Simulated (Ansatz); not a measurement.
The input, for Ansatz 0.2.0:

```yaml
crystal:
  periodic: [false, false, false]
  atoms:
    - {symbol: P, position_ang: [0.003092, -0.000113, 0.004732]}
    - {symbol: H, position_ang: [0.809432, 0.794028, 0.802080]}
    - {symbol: H, position_ang: [-0.760756, -0.763123, 0.759762]}
    - {symbol: H, position_ang: [-0.858877, 0.787259, -0.831836]}
    - {symbol: H, position_ang: [0.715190, -0.814703, -0.875414]}
basis:
  gaussian: {orbitals: 6-31G}
total_charge: 1
magnetization: {spin_polarized: false}
correlation: {method: ccsdt_q, electrons: outside_noble_gas}
```

```sh
$ ansatz run in.yaml --threads 1 --pin off --events-out ev --progress --plain --max-ram 2393MiB
```

Log:

```
449 factors; integrals over basis functions are off by at most 6.6e-8 eV
mean field evaluation 1: about -9324.7046 eV, gradient 1.0e1 eV
mean field evaluation 2: about -9324.7066 eV, gradient 1.0e1 eV
mean field evaluation 4: about -9325.1194 eV, gradient 4.6e-1 eV
mean field evaluation 8: about -9325.1207 eV, gradient 1.2e-6 eV
mean field -9325.12072186 eV, -342.6918657345 hartree, gradient 3.4e-6 eV, S^2 0.000000; 0 other end points of the search recorded, 0 dependent functions left out
5 core orbitals not correlated: weight in the atoms' cores, before any rotation towards them, 1.000 or more for the frozen orbitals, at most 0.000 for the correlated occupied ones
reference -9325.12072186 eV, -342.6918657345 hartree; 4, 4 occupied and 12, 12 virtual orbitals, 449 factors
second order -1.80941671 eV of doubles, -0.00000000 eV of singles
cycle   1  -2.24307441 eV  change   -4.3e-1 eV  update   5.1e-2
cycle   2  -2.46622776 eV  change   -2.2e-1 eV  update   2.0e-2
cycle   3  -2.47428412 eV  change   -8.1e-3 eV  update   3.1e-3
cycle   4  -2.47549991 eV  change   -1.2e-3 eV  update   8.5e-4
cycle   5  -2.47553427 eV  change   -3.4e-5 eV  update   2.5e-4
cycle   6  -2.47553351 eV  change    7.7e-7 eV  update   4.9e-5
cycle   7  -2.47555372 eV  change   -2.0e-5 eV  update   1.2e-5
cycle   8  -2.47555252 eV  change    1.2e-6 eV  update   2.7e-6
cycle   9  -2.47555187 eV  change    6.5e-7 eV  update   5.1e-7
perturbative correction -0.00065013 eV, -0.0000238918 hartree
Total energy: -9327.59692386 eV, -342.7828644794 hartree
```

For the same geometry and basis full CI lies 0.1 meV lower.

Ran on 1 thread of Arm Neoverse V1, shared host: 0.32 s wall, 0.07 GiB peak host memory.
